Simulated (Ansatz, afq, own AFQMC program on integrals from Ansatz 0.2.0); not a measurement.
## Where AFQMC and coupled cluster stand for SiGeC⁺, doublet

```json
{"atom": "C", "x (Å)": "0.0000", "y (Å)": "0.0000", "z (Å)": "0.0276"}
{"atom": "Ge", "x (Å)": "0.0000", "y (Å)": "0.0000", "z (Å)": "-1.7401"}
{"atom": "Si", "x (Å)": "0.0000", "y (Å)": "0.0000", "z (Å)": "1.7125"}
```

Connectivity, by distances: Ge–C–Si.

Basis cc-pVDZ. Noble-gas cores (and the filled d shells of Ga–Kr and In–Xe) are frozen. Ansatz 0.2.0 and our own AFQMC program on the same integrals; the CISD trial comes from CCSD amplitudes, and released means the phaseless constraint is let go. ± is one standard error of the sampling. No spin–orbit coupling.

Determinant: UHF, the one that the program's search chose, which needn't be the lowest solution. The geometry is a PBE0/def2-TZVP stationary point of this or a neighbouring charge and spin state.

No full CI on the walks' own integrals is used here; CCSDT(Q) serves as the reference and is uncertain by about the last step of the cluster series.

Cautions: no relativity below Rb; no spin-orbit coupling; inner d shell frozen; the released energies are still falling, so no released level is given (meV from the phaseless value at times in 1/Eh: -4 ± 3 at 0.24, -12 ± 4 at 0.51, -10 ± 4 at 0.99, -17 ± 4 at 1.62, -22 ± 4 at 2.40), though the last usable value meets CCSDT(Q) within the noise.

- T1 diagnostic: 0.0184
- weight of the determinant in the CISD state: 0.839
- ⟨S²⟩ of the determinant: 0.760
- size of the correlated space: 11 electrons in 39 orbitals

Reference: CCSDT(Q), correlation energy -7.250 eV.

```tsv
level	E − E(reference) (kcal/mol)	share of correlation (%)
HF	167.19	0.00
MP2	31.54	81.14
CCSD	8.55	94.89
CCSD(T)	1.63	99.02
CCSDT	0.65	99.61
ph-AFQMC/CISD	0.36 ± 0.12	99.78
```

A walk keeps the symmetry of its determinant, which the program's search chose and which needn't be the lowest solution, so a lower state of the same spin and another symmetry isn't excluded.
